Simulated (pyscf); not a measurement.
Structures and frequencies: ωB97X-D3(BJ)/def2-SVP in PySCF.

Question: Estimate by transition-state theory the rate constant of H₂N–SiH(Cl)–Cl + hydrogen fluoride (HF) -> ammonia (NH₃) + F–SiH(Cl)–Cl (singlet surface; N–Si, F–H broken, H–N, F–Si formed) at 298 K, with ωB97M-D3(BJ)/def2-TZVP energies (ideal gas, 1 atm, RRHO with modes under 100 cm⁻¹ raised to 100, one conformer, R ln 2 for chiral ones without a mode under 150 cm⁻¹; no tunnelling).

Answer: The electronic barrier is 6.7 kcal/mol and the thermal terms add +10.7, so ΔG‡ = 17.4 kcal/mol. With k_BT/h = 6.21e+12 s⁻¹ and RT = 0.592 kcal/mol, and a volume of 4.06e-20 cm³ per molecule at 1 atm, k = 4.4e-20 cm³ molecule⁻¹ s⁻¹. Wigner's tunnelling factor for 761i cm⁻¹ would be 1.56, likely too low at so high a frequency. A shift of 1 kcal/mol in the barrier changes k by a factor 5.4. On the reactant side the descent ends in a bound adduct, 8.2 kcal/mol under the separated species and 14.8 kcal/mol under the saddle at ωB97X-D3(BJ)/def2-TZVP. On the product side the descent ends in an adduct with a N–Si contact (not fully relaxed), 6.7 kcal/mol under the separated species and 31.2 kcal/mol under the saddle at ωB97X-D3(BJ)/def2-TZVP. What is counted as broken (N–Si) persists as a longer contact in the product adduct; parting that adduct is a step of its own. This is the saddle that the search found; another between the same sides may lie lower.
